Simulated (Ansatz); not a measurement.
# AlBH (quartet): the correlation ladder at distance B1–Al2 = 1.782 Å, 6-31G

How much of the correlation energy of AlBH (quartet) does each wave-function method recover here?

Program: Ansatz 0.2.0, Gaussian basis. Level of theory: 6-31G, core rule «outside noble gas», up to 6 orbitals frozen. These are calculated values, not measurements.

Plan: UHF; CCSD(T) on ROHF; CCSD(T) on UHF; BCCD(T) on ROHF; CISD; CCSDT(Q) on ROHF; CCSDT(Q) on UHF; CISDTQ; CCSDTQ on ROHF; CCSDTQ on UHF; CASSCF and MRCISD+Q, 5 electrons in 5 orbitals; CASSCF and NEVPT2, 5 electrons in 5 orbitals; CASSCF and MRCISD+Q, 7 electrons in 9 orbitals; CASSCF and NEVPT2, 7 electrons in 9 orbitals; Full CI.

26 further runs of the same task are left out: 22 that didn't finish, 4 set aside as unsound or not needed.

### 1 What is computed

The geometry derives from a PBE0/def2-TZVP stationary point (not a proven minimum). One bond is set to the value named and the two fragments are kept rigid.

3 atoms, charge 0, spin multiplicity 4.

Atoms are counted from 1 here; the program's logs count them from 0.

Bond lengths: B1–Al2 1.782 Å, B1–H3 1.185 Å. Angles: Al2–B1–H3 180.0°.

### 2 UHF

Contents of in.yaml:

```yaml
crystal:
  periodic: [false, false, false]
  atoms:
    - {symbol: B, position_ang: [0.000000, 0.000000, 0.198967]}
    - {symbol: Al, position_ang: [0.000000, 0.000000, -1.583033]}
    - {symbol: H, position_ang: [0.000000, 0.000000, 1.384067]}
basis:
  gaussian: {orbitals: 6-31G}
magnetization: {spin_polarized: true, initial_magnetization: 3}
hamiltonian: {xc: hf}
output: {orbitals: {seedname: orbitals}}
```

Launch:

```sh
ansatz run in.yaml --threads 1 --pin off --events-out ev --progress --plain --max-ram 2393MiB
```

After this run come: CCSD(T) on ROHF; CCSD(T) on UHF; BCCD(T) on ROHF; CISD; CCSDT(Q) on ROHF; CCSDT(Q) on UHF; CISDTQ; CCSDTQ on ROHF; CCSDTQ on UHF; CASSCF and MRCISD+Q, 5 electrons in 5 orbitals; CASSCF and NEVPT2, 5 electrons in 5 orbitals; CASSCF and MRCISD+Q, 7 electrons in 9 orbitals; CASSCF and NEVPT2, 7 electrons in 9 orbitals; Full CI.

Q: Predict the results of all the runs planned. Wanted: FCI below the RHF energy; RMP2 from FCI; UMP2 from FCI; RCCSD from FCI; RCCSD(T) from FCI; UCCSD(T) from FCI; RCCSDT(Q) from FCI; UCCSDT(Q) from FCI; MRCISD+Q pair from FCI.

The runs gave:

| quantity | value |
| --- | --- |
| FCI below the RHF energy | -2.3014 eV |
| RMP2 from FCI | +625.7 meV |
| UMP2 from FCI | +608.8 meV |
| RCCSD from FCI | +85.7 meV |
| RCCSD(T) from FCI | +26.2 meV |
| UCCSD(T) from FCI | +25.4 meV |
| RCCSDT(Q) from FCI | +1.4 meV |
| UCCSDT(Q) from FCI | +0.9 meV |
| MRCISD+Q pair from FCI | +18.8 meV |
| NEVPT2 valence from FCI | +177.1 meV |
| MRCISD+Q valence from FCI | +6.8 meV |
| levels within 1 kcal/mol (43 meV) | RCCSD(T), UCCSD(T), BCCD(T), RCCSDT, UCCSDT, CISDTQ, RCCSDT(Q), UCCSDT(Q), RCCSDTQ, UCCSDTQ, MRCISD+Q pair, MRCISD valence, MRCISD+Q valence |
| T1 diagnostic | 0.029 |
| effectively unpaired electrons | 3.03 |

**Reading.** RCCSD(T) lands +26.2 meV from the yardstick (1.1 % of the correlation energy). One determinant dominates. Of the multireference levels listed MRCISD+Q valence comes nearest in total energy (+6.8 meV), which doesn't show that its space is the better one. These misses are within one basis, not against nature; the frozen cores of restricted and unrestricted runs differ, which can shift their rows.
